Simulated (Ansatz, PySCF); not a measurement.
System: OCl, charge 0, doublet. OCl (SMILES [O]Cl, doublet).
B3LYP-D3(BJ)/def2-TZVP minimum from Ansatz (a quantum-chemistry and plane-wave program):
```
Cl
O 1 1.5797
```
Charge 0, spin multiplicity 2.

Total energies in hartree (Ansatz). Radicals and triplets start from unrestricted determinants; spin-orbit coupling is neglected. Cores are frozen in correlated methods. No relativity.

```csv
species,HF/cc-pV(T+d)Z,CCSD(T)/cc-pV(T+d)Z,HF/cc-pV(Q+d)Z,CCSD(T)/cc-pV(Q+d)Z,CCSDT(Q)/cc-pV(Q+d)Z
"1: OCl (SMILES Cl[O], doublet)",-534.30577,-534.73849,-534.31608,-534.78559,-534.78826
2: Cl (doublet),-459.48556,-459.67356,-459.48916,-459.69449,-459.69547
3: O (triplet),-74.81176,-74.97396,-74.81729,-74.99357,-74.99396
```

Task: Work out the enthalpy of formation at 298 K (by atomisation, with ideal-gas terms from PySCF's Hessian at B3LYP-D3(BJ)/def2-TZVP and the atoms' measured values of the G2/97 table; no spin-orbit terms) in kJ/mol: take Hartree-Fock from cc-pV(Q+d)Z, extrapolate the CCSD(T) correlation energy as X^-3 (X = 3, 4), and add CCSDT(Q) - CCSD(T) in cc-pV(Q+d)Z. The further terms named in the bracket sum to +0.14147 hartree. 1 hartree = 2625.5 kJ/mol.

Result: 
Species 1: correlation (64·(-0.46951) - 27·(-0.43272))/37 = -0.49636; step -0.00267; E1 = -534.31608 + (-0.49636) + (-0.00267) = -534.81511
Species 2: correlation (64·(-0.20533) - 27·(-0.18800))/37 = -0.21798; step -0.00098; E2 = -459.48916 + (-0.21798) + (-0.00098) = -459.70812
Species 3: correlation (64·(-0.17628) - 27·(-0.16220))/37 = -0.18655; step -0.00039; E3 = -74.81729 + (-0.18655) + (-0.00039) = -75.00423
+1·E1 -1·E2 -1·E3 +0.14147 = 0.03871 hartree = 101.6 kJ/mol. Measured: 24.2 kcal/mol, 101.3 kJ/mol (G2/97 table in ASE (Curtiss et al.)); atomic spin-orbit terms, which the calculations lack, would raise the computed values. The composite differs from it by +0.4 kJ/mol; core, relativistic and spin-orbit terms are not in it.
